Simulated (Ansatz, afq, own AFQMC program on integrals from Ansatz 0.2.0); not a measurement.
## AlBH5, doublet in cc-pVDZ, levels against CCSDT(Q)

```xyz
7

Al   -0.9562    0.0000    0.0000
H    -1.7491    1.3734    0.0000
H    -1.7491   -1.3734    0.0000
H     0.6296    0.0000    0.0000
B     2.1568    0.0000    0.0000
H     2.6659    0.0000    1.0770
H     2.6659    0.0000   -1.0770
```

Basis cc-pVDZ. Only valence electrons are correlated. Ansatz 0.2.0 and our own AFQMC program on the same integrals; the CISD trial comes from CCSD amplitudes, and released means the phaseless constraint is let go. Uncertainties: one standard error, sampling alone.

Determinant: UHF, the one that the program's search chose, which needn't be the lowest solution. The geometry is a point of a scan.

No full CI on the walks' own integrals is used here; CCSDT(Q) serves as the reference and is uncertain by about the last step of the cluster series.

```
T1 diagnostic                               : 0.0127
weight of the determinant in the CISD state : 0.887
⟨S²⟩ of the determinant                     : 0.765
size of the correlated space                : 11 electrons in 51 orbitals
```

```
  level  correlation energy (eV)
    MP2                  -4.3413
   CCSD                  -5.5269
CCSD(T)                  -5.6300
```

Task: Estimate where phaseless AFQMC with a CISD trial lies against CCSD(T) on the same integrals.

Result: 2.4 ± 0.2 kJ/mol below CCSD(T).

Reference: CCSDT(Q), correlation energy -5.660 eV. The released energy is read at 2.40 1/Eh (meV from the phaseless value at times in 1/Eh: -4.2 ± 1.9 at 0.24, -5.3 ± 1.6 at 0.51, -7.1 ± 2.1 at 0.99, -4.8 ± 1.8 at 1.62, -1 ± 3 at 2.40).

```json
{"level": "CCSD(T)", "E − E(reference) (kJ/mol)": "2.9", "share of correlation (%)": "99.48"}
{"level": "CCSDT", "E − E(reference) (kJ/mol)": "0.3", "share of correlation (%)": "99.94"}
{"level": "ph-AFQMC/CISD", "E − E(reference) (kJ/mol)": "0.5 ± 0.2", "share of correlation (%)": "99.91"}
{"level": "released AFQMC", "E − E(reference) (kJ/mol)": "0.4 ± 0.2", "share of correlation (%)": "99.93"}
```

A walk keeps the symmetry of its determinant, which the program's search chose and which needn't be the lowest solution, so a lower state of the same spin and another symmetry isn't excluded. Released energies are given only where the last usable release times agree within the noise; a slower fall can still hide under it.
